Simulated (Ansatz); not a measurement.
Reaction (SMILES): S=C=S + 4 [H][H] (H2) → C (CH4) + 2 S (H2S)
B3LYP-D3(BJ)/def2-TZVP geometries, fixed; electronic energies without zero-point terms.
Largest species:
```
C
H 1 1.0892
H 1 1.0892 2 109.47
H 1 1.0892 2 109.47 3 120.00
H 1 1.0892 2 109.47 3 -120.00
```
Charge 0, spin multiplicity 1.

Basis-set convergence of the energy of full hydrogenation at B3LYP with Ansatz (an electronic-structure program). Cartesian d functions, on some or all atoms, in 6-31G**, 6-31+G*; all else is spherical. The program fits the integrals of some runs and decomposes those of others, by size. No added dispersion term, no relativity. Functions are those of the species that has most. Reference: the value in pcseg-4, -67.49 kcal/mol, itself unsure by roughly 0.11 kcal/mol (its mean distance from aug-pcseg-3, aug-cc-pV(Q+d)Z, cc-pV(5+d)Z). Deviations are taken from unrounded values.

| basis | functions | energy of full hydrogenation (kcal/mol) | minus reference (kcal/mol) |
|---|---|---|---|
| 6-31G | 35 | -64.61 | 2.88 |
| 6-31G** | 53 | -65.50 | 1.99 |
| cc-pV(D+d)Z | 60 | -68.81 | -1.32 |
| 6-31+G* | 65 | -63.65 | 3.85 |
| 6-311++G(2d,2p) | 97 | -70.19 | -2.69 |
| pcseg-2 | 98 | -67.62 | -0.12 |
| cc-pV(T+d)Z | 108 | -67.26 | 0.23 |
| def2-TZVPD | 129 | -66.35 | 1.14 |
| 6-311++G(3df,3pd) | 133 | -67.89 | -0.40 |
| def2-TZVPPD | 139 | -67.80 | -0.31 |
| aug-cc-pV(T+d)Z | 156 | -68.26 | -0.77 |
| pcseg-3 | 192 | -67.54 | -0.05 |
| def2-QZVPP | 197 | -67.35 | 0.14 |
